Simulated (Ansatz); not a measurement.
**H3NO (hydroxylamine) at wB97M-V/def2-TZVPP**

What is the vertical ionisation energy of H3NO (hydroxylamine) at wB97M-V/def2-TZVPP? 

The calculation is run with Ansatz 0.2.0.

54 further runs of the same task are left out: 54 set aside as unsound or not needed.

## Step 1: The structure to begin with

The species is H3NO (5 atoms), meant as a singlet with charge 0. SMILES: `NO`. Geometry: relaxed at PBE0-D4/def2-TZVP. This is one conformer, not always the lowest.

Bond lengths: N1–O2 1.422 Å, N1–H3 1.016 Å, N1–H4 1.016 Å, O2–H5 0.960 Å. Angles: N1–O2–H5 102.8°, O2–N1–H3 104.5°, O2–N1–H4 104.5°, H3–N1–H4 106.0°.

## Step 2: A single-point energy at wB97M-V/def2-TZVPP

Contents of job.yaml:

```yaml
basis:
  gaussian: {orbitals: def2-TZVPP}
crystal:
  periodic: [false, false, false]
  atoms:
    - {symbol: "N", position_ang: [-0.165120, -0.361290, -0.321170]}
    - {symbol: O, position_ang: [0.364460, 0.666040, 0.508060]}
    - {symbol: H, position_ang: [-0.162690, -1.190020, 0.266770]}
    - {symbol: H, position_ang: [-1.141650, -0.109840, -0.446210]}
    - {symbol: H, position_ang: [1.105010, 0.995100, -0.007440]}
output: {orbitals: {seedname: orbitals}}
hamiltonian: {xc: {name: wB97M-V}}
accuracy: high
```

Started as:

```
$ ansatz run job.yaml --threads 1 --pin off --max-ram 3480MiB --events-out events.jsonl --progress --plain --runs-dir runs
```

What it wrote:

```text
Warning: RAYON_NUM_THREADS=1 ignored (pool sized by the plan → 1); use --threads N
Functional definition: wB97M-V
  name "wB97M-V"
  parameter omega = 0.3/bohr
  parameter cx = 0.15
  parameter cx01 = 1.007
  parameter cx10 = 0.259
  parameter css00 = 0.443
  parameter css04 = -1.437
  parameter css10 = -4.535
  parameter css20 = -3.390
  parameter css43 = 4.278
  parameter cos00 = 1.000
  parameter cos10 = 1.358
  parameter cos20 = 2.924
  parameter cos21 = -8.812
  parameter cos60 = -1.390
  parameter cos61 = 9.142
  parameter b = 6.0
  parameter c = 0.01
  gx(w, u) = 1 - cx + cx01*u + cx10*w
  gss(w, u) = css00 + css04*u^4 + css10*w + css20*w^2 + css43*w^4*u^3
  gos(w, u) = cos00 + cos10*w + (cos20 + cos21*u)*w^2 + (cos60 + cos61*u)*w^6
  exchange = spin_sum(e_x_unif_sr(omega)*gx(b97_w, b97_u_x)) + cx*exact_x_sr(omega) + exact_x_lr(omega)
  correlation = spin_sum(e_c_pw_mod_same_spin*gss(b97_w, b97_u_same))
      + integral(e_c_pw_mod_opposite_spin*gos(b97_w_opposite, b97_u_opposite)) + vv10(b, c)
1821 factors; integrals over basis functions are off by at most 3.5e-9 eV
229 factors; integrals over basis functions are off by at most 1.6e-9 eV
mean field evaluation 1: about -3582.0072 eV, gradient 3.7e1 eV
mean field evaluation 2: about -3582.8333 eV, gradient 3.3e1 eV
mean field evaluation 4: about -3584.5192 eV, gradient 1.4e0 eV
mean field evaluation 8: about -3584.5202 eV, gradient 9.2e-3 eV
mean field evaluation 16: about -3584.5202 eV, gradient 4.8e-6 eV
mean field -3584.52019795 eV, -131.7286875995 hartree, gradient 9.7e-8 eV, S^2 0.000000; 0 other end points of the search recorded, 0 dependent functions left out
reference -3584.52020131 eV, -131.7286877232 hartree; 9, 9 occupied and 95, 95 virtual orbitals, 1821 factors
Total energy: -3584.52020131 eV, -131.7286877232 hartree
```

It took 16 s on 1 thread of Arm Neoverse V2, shared host; peak memory 0.37 GiB.

## Step 3: The doublet cation at the same level

Contents of input.yaml:

```yaml
crystal:
  periodic: [false, false, false]
  atoms:
    - {symbol: N, position_ang: [-0.165120, -0.361290, -0.321170]}
    - {symbol: O, position_ang: [0.364460, 0.666040, 0.508060]}
    - {symbol: H, position_ang: [-0.162690, -1.190020, 0.266770]}
    - {symbol: H, position_ang: [-1.141650, -0.109840, -0.446210]}
    - {symbol: H, position_ang: [1.105010, 0.995100, -0.007440]}
basis:
  gaussian:
    orbitals: def2-TZVPP
total_charge: 1
magnetization:
  spin_polarized: true
  initial_magnetization: 1
hamiltonian:
  xc: {name: wB97M-V}
accuracy: high
output: {orbitals: {seedname: orbitals}}
```

Started as:

```
$ ansatz run input.yaml --threads 1 --pin off --max-ram 3480MiB --events-out events.jsonl --progress --plain --runs-dir runs
```

What it wrote, shortened:

```text
Warning: RAYON_NUM_THREADS=1 ignored (pool sized by the plan → 1); use --threads N
[... 2 set-up lines as earlier in the session ...]
[...]
  gx(w, u) = 1 - cx + cx01*u + cx10*w
  gss(w, u) = css00 + css04*u^4 + css10*w + css20*w^2 + css43*w^4*u^3
  gos(w, u) = cos00 + cos10*w + (cos20 + cos21*u)*w^2 + (cos60 + cos61*u)*w^6
[...]
      + integral(e_c_pw_mod_opposite_spin*gos(b97_w_opposite, b97_u_opposite)) + vv10(b, c)
1821 factors; integrals over basis functions are off by at most 3.5e-9 eV
229 factors; integrals over basis functions are off by at most 1.6e-9 eV
[...]
mean field -3573.96008491 eV, -131.3406106033 hartree, gradient 2.7e-8 eV, S^2 0.753879; 2 other end points of the search recorded, 0 dependent functions left out
reference -3573.96008790 eV, -131.3406107133 hartree; 9, 8 occupied and 95, 96 virtual orbitals, 1821 factors
Total energy: -3573.96008790 eV, -131.3406107133 hartree
```

Wall time 39 s (1 thread of Arm Neoverse V2, shared host); peak memory 0.59 GiB.

## Step 4: Summary of results

At wB97M-V/def2-TZVPP:

```
                                          quantity          value
                        singlet H3NO: total energy  -131.72869 Eh
                         singlet H3NO: HOMO energy       -9.94 eV
                         singlet H3NO: LUMO energy        2.53 eV
                       singlet H3NO: HOMO–LUMO gap       12.47 eV
                      doublet cation: total energy  -131.34061 Eh
doublet cation: HOMO energy (highest over α and β)      -19.82 eV
 doublet cation: LUMO energy (lowest over α and β)      -11.12 eV
                              doublet cation: ⟨S²⟩          0.754
vertical ionisation energy (to the doublet cation)      10.560 eV
```

**Reading.** The vertical ionisation energy comes to 10.56 eV (244 kcal/mol). The negative HOMO energy of the first species, 9.94 eV, lies 0.62 eV below that difference.
